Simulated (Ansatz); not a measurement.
A short molecular-dynamics run on C₂H₃NO, SMILES `C=NC=O`.

```yaml
crystal:
  periodic: [false, false, false]
  atoms:
    - {symbol: C, position_ang: [-0.759311, 0.847230, 0.010155]}
    - {symbol: N, position_ang: [0.417699, 0.482844, 0.265377]}
    - {symbol: C, position_ang: [0.848399, -0.814791, 0.014803]}
    - {symbol: O, position_ang: [0.963460, -1.298204, -1.077015]}
    - {symbol: H, position_ang: [-1.524620, 0.164993, -0.373226]}
    - {symbol: H, position_ang: [-1.043123, 1.885856, 0.175085]}
    - {symbol: H, position_ang: [1.158797, -1.335927, 0.939122]}
basis:
  gaussian: {orbitals: def2-SVP}
hamiltonian: {xc: {name: r2SCAN}, dispersion: rvv10}
md: {timestep: 0.5 fs, n_steps: 20, ensemble: nve, temperature: 1500, initial_velocities: maxwell_boltzmann, seed: 46}
```

```sh
$ ansatz run in.yaml --threads 2 --pin off --events-out ev --progress --plain --max-ram 4352MiB
```

```json
{"step": "0", "time (fs)": "0.0", "potential energy (eV)": "-5649.9951", "kinetic (eV)": "0.9695", "T (K)": "1500", "conserved (eV)": "-5649.0257"}
{"step": "1", "time (fs)": "0.5", "potential energy (eV)": "-5649.9942", "kinetic (eV)": "0.9686", "T (K)": "1499", "conserved (eV)": "-5649.0256"}
{"step": "2", "time (fs)": "1.0", "potential energy (eV)": "-5649.9777", "kinetic (eV)": "0.9522", "T (K)": "1473", "conserved (eV)": "-5649.0254"}
{"step": "3", "time (fs)": "1.5", "potential energy (eV)": "-5649.9481", "kinetic (eV)": "0.9229", "T (K)": "1428", "conserved (eV)": "-5649.0252"}
{"step": "4", "time (fs)": "2.0", "potential energy (eV)": "-5649.9089", "kinetic (eV)": "0.8839", "T (K)": "1368", "conserved (eV)": "-5649.0250"}
{"step": "5", "time (fs)": "2.5", "potential energy (eV)": "-5649.8632", "kinetic (eV)": "0.8383", "T (K)": "1297", "conserved (eV)": "-5649.0249"}
{"step": "6", "time (fs)": "3.0", "potential energy (eV)": "-5649.8133", "kinetic (eV)": "0.7886", "T (K)": "1220", "conserved (eV)": "-5649.0248"}
{"step": "7", "time (fs)": "3.5", "potential energy (eV)": "-5649.7616", "kinetic (eV)": "0.7370", "T (K)": "1140", "conserved (eV)": "-5649.0246"}
{"step": "8", "time (fs)": "4.0", "potential energy (eV)": "-5649.7101", "kinetic (eV)": "0.6856", "T (K)": "1061", "conserved (eV)": "-5649.0245"}
{"step": "9", "time (fs)": "4.5", "potential energy (eV)": "-5649.6609", "kinetic (eV)": "0.6365", "T (K)": "985", "conserved (eV)": "-5649.0244"}
{"step": "10", "time (fs)": "5.0", "potential energy (eV)": "-5649.6162", "kinetic (eV)": "0.5920", "T (K)": "916", "conserved (eV)": "-5649.0243"}
{"step": "11", "time (fs)": "5.5", "potential energy (eV)": "-5649.5781", "kinetic (eV)": "0.5539", "T (K)": "857", "conserved (eV)": "-5649.0242"}
{"step": "12", "time (fs)": "6.0", "potential energy (eV)": "-5649.5481", "kinetic (eV)": "0.5240", "T (K)": "811", "conserved (eV)": "-5649.0241"}
{"step": "13", "time (fs)": "6.5", "potential energy (eV)": "-5649.5272", "kinetic (eV)": "0.5032", "T (K)": "779", "conserved (eV)": "-5649.0241"}
{"step": "14", "time (fs)": "7.0", "potential energy (eV)": "-5649.5161", "kinetic (eV)": "0.4921", "T (K)": "761", "conserved (eV)": "-5649.0241"}
{"step": "15", "time (fs)": "7.5", "potential energy (eV)": "-5649.5147", "kinetic (eV)": "0.4906", "T (K)": "759", "conserved (eV)": "-5649.0241"}
{"step": "16", "time (fs)": "8.0", "potential energy (eV)": "-5649.5223", "kinetic (eV)": "0.4981", "T (K)": "771", "conserved (eV)": "-5649.0242"}
{"step": "17", "time (fs)": "8.5", "potential energy (eV)": "-5649.5373", "kinetic (eV)": "0.5129", "T (K)": "794", "conserved (eV)": "-5649.0244"}
{"step": "18", "time (fs)": "9.0", "potential energy (eV)": "-5649.5572", "kinetic (eV)": "0.5326", "T (K)": "824", "conserved (eV)": "-5649.0246"}
{"step": "19", "time (fs)": "9.5", "potential energy (eV)": "-5649.5784", "kinetic (eV)": "0.5536", "T (K)": "857", "conserved (eV)": "-5649.0248"}
{"step": "20", "time (fs)": "10.0", "potential energy (eV)": "-5649.5971", "kinetic (eV)": "0.5720", "T (K)": "885", "conserved (eV)": "-5649.0250"}
```

Velocities are drawn at the set temperature; a run this short doesn't reach equilibrium.

Frames (Å, forces in eV/Å):

```xyz
7
time=0.0 fs
C    -0.759    0.847    0.010   -0.251    0.212   -0.029
N     0.418    0.483    0.265    0.552   -0.169    0.194
C     0.848   -0.815    0.015   -0.003    0.251    0.183
O     0.963   -1.298   -1.077    0.046   -0.257   -0.651
H    -1.525    0.165   -0.373   -0.316   -0.253   -0.139
H    -1.043    1.886    0.175   -0.146    0.390    0.026
H     1.159   -1.336    0.939    0.118   -0.175    0.416
7
time=0.5 fs
C    -0.764    0.854    0.004    0.380    0.234    0.268
N     0.415    0.479    0.271    0.229   -0.058    0.014
C     0.856   -0.817    0.017   -0.157    0.423   -0.105
O     0.962   -1.299   -1.080    0.025   -0.178   -0.437
H    -1.517    0.152   -0.357   -0.502   -0.184   -0.232
H    -1.030    1.906    0.167   -0.164    0.045   -0.063
H     1.182   -1.329    0.934    0.190   -0.281    0.555
7
time=1.0 fs
C    -0.769    0.860   -0.001    0.943    0.220    0.537
N     0.412    0.476    0.277   -0.075    0.054   -0.164
C     0.863   -0.820    0.019   -0.298    0.558   -0.365
O     0.960   -1.299   -1.083    0.007   -0.095   -0.206
H    -1.510    0.138   -0.342   -0.638   -0.080   -0.300
H    -1.018    1.927    0.158   -0.185   -0.299   -0.145
H     1.206   -1.323    0.929    0.247   -0.357    0.644
7
time=1.5 fs
C    -0.774    0.866   -0.007    1.424    0.141    0.768
N     0.409    0.472    0.283   -0.351    0.163   -0.337
C     0.870   -0.823    0.021   -0.419    0.650   -0.577
O     0.958   -1.300   -1.086   -0.008   -0.011    0.035
H    -1.505    0.124   -0.327   -0.716    0.066   -0.343
H    -1.006    1.947    0.149   -0.212   -0.615   -0.215
H     1.230   -1.318    0.927    0.281   -0.393    0.668
7
time=2.0 fs
C    -0.779    0.873   -0.012    1.819   -0.019    0.961
N     0.406    0.469    0.289   -0.590    0.263   -0.503
C     0.877   -0.825    0.024   -0.513    0.698   -0.730
O     0.956   -1.301   -1.088   -0.017    0.074    0.282
H    -1.501    0.111   -0.313   -0.738    0.252   -0.366
H    -0.994    1.965    0.140   -0.246   -0.883   -0.268
H     1.255   -1.314    0.926    0.285   -0.387    0.623
7
time=2.5 fs
C    -0.783    0.879   -0.017    2.131   -0.259    1.119
N     0.403    0.466    0.295   -0.789    0.353   -0.660
C     0.884   -0.827    0.025   -0.579    0.707   -0.821
O     0.954   -1.301   -1.091   -0.022    0.157    0.528
H    -1.499    0.098   -0.300   -0.712    0.471   -0.374
H    -0.984    1.982    0.130   -0.284   -1.088   -0.305
H     1.281   -1.311    0.926    0.255   -0.341    0.512
7
time=3.0 fs
C    -0.787    0.885   -0.022    2.370   -0.571    1.246
N     0.400    0.462    0.301   -0.946    0.430   -0.806
C     0.891   -0.829    0.027   -0.618    0.684   -0.856
O     0.952   -1.302   -1.094   -0.021    0.238    0.768
H    -1.499    0.086   -0.287   -0.652    0.706   -0.375
H    -0.973    1.996    0.119   -0.325   -1.224   -0.324
H     1.307   -1.308    0.928    0.192   -0.263    0.347
7
time=3.5 fs
C    -0.790    0.892   -0.027    2.549   -0.938    1.349
N     0.397    0.459    0.306   -1.062    0.492   -0.941
C     0.898   -0.831    0.029   -0.635    0.641   -0.848
O     0.950   -1.302   -1.097   -0.016    0.314    0.997
H    -1.501    0.075   -0.276   -0.572    0.940   -0.374
H    -0.964    2.006    0.107   -0.366   -1.287   -0.328
H     1.334   -1.307    0.930    0.102   -0.162    0.145
7
time=4.0 fs
C    -0.792    0.898   -0.031    2.678   -1.342    1.433
N     0.394    0.456    0.311   -1.136    0.538   -1.064
C     0.904   -0.833    0.030   -0.638    0.588   -0.814
O     0.948   -1.303   -1.099   -0.005    0.385    1.212
H    -1.504    0.067   -0.266   -0.485    1.156   -0.377
H    -0.955    2.014    0.095   -0.406   -1.276   -0.318
H     1.361   -1.305    0.933   -0.008   -0.050   -0.072
7
time=4.5 fs
C    -0.795    0.903   -0.035    2.768   -1.765    1.501
N     0.390    0.453    0.317   -1.172    0.570   -1.176
C     0.911   -0.835    0.031   -0.635    0.536   -0.768
O     0.946   -1.303   -1.101    0.010    0.450    1.410
H    -1.508    0.062   -0.256   -0.401    1.339   -0.385
H    -0.948    2.019    0.082   -0.443   -1.192   -0.295
H     1.388   -1.304    0.936   -0.128    0.062   -0.286
7
time=5.0 fs
C    -0.796    0.909   -0.039    2.827   -2.192    1.555
N     0.386    0.450    0.322   -1.170    0.585   -1.274
C     0.917   -0.836    0.032   -0.635    0.495   -0.725
O     0.944   -1.304   -1.103    0.029    0.508    1.588
H    -1.513    0.060   -0.248   -0.328    1.477   -0.400
H    -0.941    2.021    0.068   -0.474   -1.038   -0.263
H     1.415   -1.302    0.937   -0.249    0.166   -0.482
7
time=5.5 fs
C    -0.797    0.914   -0.043    2.860   -2.607    1.599
N     0.382    0.447    0.326   -1.135    0.586   -1.360
C     0.923   -0.838    0.033   -0.643    0.468   -0.691
O     0.942   -1.304   -1.105    0.052    0.558    1.743
H    -1.519    0.062   -0.240   -0.272    1.563   -0.421
H    -0.936    2.020    0.054   -0.499   -0.824   -0.224
H     1.441   -1.301    0.938   -0.363    0.255   -0.646
7
time=6.0 fs
C    -0.798    0.918   -0.046    2.870   -2.992    1.633
N     0.378    0.444    0.331   -1.067    0.571   -1.433
C     0.929   -0.839    0.034   -0.664    0.461   -0.675
O     0.940   -1.304   -1.107    0.076    0.599    1.875
H    -1.525    0.067   -0.233   -0.236    1.593   -0.446
H    -0.932    2.017    0.039   -0.516   -0.559   -0.181
H     1.466   -1.298    0.938   -0.463    0.327   -0.773
7
time=6.5 fs
C    -0.798    0.922   -0.049    2.858   -3.327    1.658
N     0.373    0.442    0.335   -0.970    0.542   -1.493
C     0.935   -0.841    0.035   -0.701    0.474   -0.677
O     0.938   -1.304   -1.108    0.102    0.632    1.981
H    -1.532    0.076   -0.228   -0.222    1.564   -0.475
H    -0.929    2.013    0.023   -0.522   -0.262   -0.137
H     1.490   -1.295    0.935   -0.546    0.378   -0.856
7
time=7.0 fs
C    -0.797    0.925   -0.051    2.826   -3.585    1.676
N     0.369    0.439    0.339   -0.846    0.498   -1.539
C     0.941   -0.842    0.035   -0.756    0.509   -0.699
O     0.937   -1.304   -1.109    0.129    0.655    2.060
H    -1.540    0.089   -0.223   -0.232    1.475   -0.507
H    -0.927    2.009    0.008   -0.515    0.042   -0.096
H     1.513   -1.291    0.930   -0.605    0.407   -0.895
7
time=7.5 fs
C    -0.796    0.928   -0.054    2.771   -3.738    1.686
N     0.364    0.437    0.343   -0.697    0.438   -1.570
C     0.947   -0.843    0.036   -0.831    0.564   -0.742
O     0.935   -1.304   -1.110    0.155    0.668    2.112
H    -1.548    0.105   -0.220   -0.266    1.331   -0.539
H    -0.927    2.004   -0.008   -0.493    0.322   -0.059
H     1.534   -1.286    0.923   -0.639    0.415   -0.888
7
time=8.0 fs
C    -0.794    0.930   -0.056    2.688   -3.759    1.687
N     0.359    0.434    0.346   -0.524    0.362   -1.587
C     0.952   -0.844    0.036   -0.924    0.640   -0.805
O     0.933   -1.304   -1.110    0.179    0.671    2.136
H    -1.556    0.124   -0.218   -0.322    1.137   -0.569
H    -0.927    2.001   -0.024   -0.452    0.548   -0.026
H     1.554   -1.280    0.915   -0.644    0.402   -0.836
7
time=8.5 fs
C    -0.792    0.931   -0.057    2.571   -3.631    1.675
N     0.354    0.432    0.350   -0.330    0.270   -1.588
C     0.957   -0.845    0.036   -1.037    0.735   -0.885
O     0.931   -1.304   -1.110    0.201    0.664    2.132
H    -1.566    0.147   -0.218   -0.395    0.902   -0.597
H    -0.929    1.998   -0.041   -0.391    0.692    0.002
H     1.572   -1.273    0.904   -0.619    0.368   -0.739
7
time=9.0 fs
C    -0.789    0.931   -0.058    2.409   -3.350    1.643
N     0.349    0.430    0.353   -0.114    0.161   -1.572
C     0.962   -0.845    0.036   -1.169    0.846   -0.980
O     0.929   -1.303   -1.110    0.219    0.646    2.099
H    -1.576    0.171   -0.218   -0.476    0.643   -0.619
H    -0.932    1.997   -0.057   -0.306    0.738    0.031
H     1.589   -1.265    0.891   -0.564    0.316   -0.602
7
time=9.5 fs
C    -0.786    0.930   -0.059    2.188   -2.936    1.586
N     0.344    0.427    0.355    0.121    0.035   -1.540
C     0.967   -0.846    0.036   -1.315    0.972   -1.084
O     0.927   -1.303   -1.109    0.233    0.619    2.037
H    -1.588    0.197   -0.221   -0.550    0.378   -0.633
H    -0.935    1.998   -0.073   -0.199    0.684    0.063
H     1.605   -1.256    0.877   -0.478    0.248   -0.428
7
time=10.0 fs
C    -0.782    0.929   -0.060    1.893   -2.424    1.495
N     0.339    0.425    0.358    0.375   -0.107   -1.491
C     0.972   -0.846    0.035   -1.473    1.107   -1.190
O     0.926   -1.302   -1.108    0.242    0.580    1.946
H    -1.601    0.224   -0.225   -0.599    0.129   -0.635
H    -0.939    2.001   -0.089   -0.072    0.546    0.101
H     1.619   -1.247    0.862   -0.365    0.169   -0.226
```

It took 94 s on 2 threads of an Arm Neoverse N1 on a shared host, with 0.13 GiB of host memory at the peak.
